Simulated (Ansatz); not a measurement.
Worked example: correlation energy of GeH⁻, triplet

Geometry: that of the GeH⁻, singlet, kept fixed.

| atom | x (Å) | y (Å) | z (Å) |
| --- | --- | --- | --- |
| Ge | 0.0000 | 0.0000 | 0.0000 |
| H | 0.0000 | 0.0000 | 1.6332 |

Basis aug-cc-pVDZ; Ansatz 0.2.0. Correlated methods freeze the noble-gas cores and the filled d shells of p-block atoms, which leaves 6 electrons in 31 orbitals. Prefix R: restricted or restricted open-shell reference. No spin–orbit coupling is included, and no scalar relativity.

Full CI is exact within this basis and frozen core; it isn't the basis-set limit.

Runs differ by some tens of microhartree through their thresholds and, for an open shell, their frozen cores, so steps under 0.03 kcal/mol mean nothing.

```
    level  total energy (hartree)
      RHF            -2075.888038
     RMP2            -2075.969977
    RCCSD            -2075.990198
 RCCSD(T)            -2075.993209
   RCCSDT            -2075.993953
RCCSDT(Q)            -2075.994078
  full CI            -2075.994100
```

Task: What is the correlation energy at full CI, and what share of it do RMP2 and RCCSD recover?

Result: E(corr) = -2075.994100 − (-2075.888038) = -0.106062 hartree = -2.886 eV. RMP2: -0.081939 / -0.106062 = 77.26 %. RCCSD: -0.102160 / -0.106062 = 96.32 %.

Task: By how many kcal/mol does RCCSD(T) miss full CI (1 hartree = 627.509 kcal/mol), and which steps make up the rest?

Result: -2075.993209 − (-2075.994100) = 0.000891 hartree = 0.56 kcal/mol. Steps: RCCSDT − RCCSD(T) = -0.47, RCCSDT(Q) − RCCSDT = -0.08, full CI − RCCSDT(Q) = -0.01 kcal/mol. That is within 1 kcal/mol of the reference in this basis, which itself misses far more of the correlation at the basis-set limit.
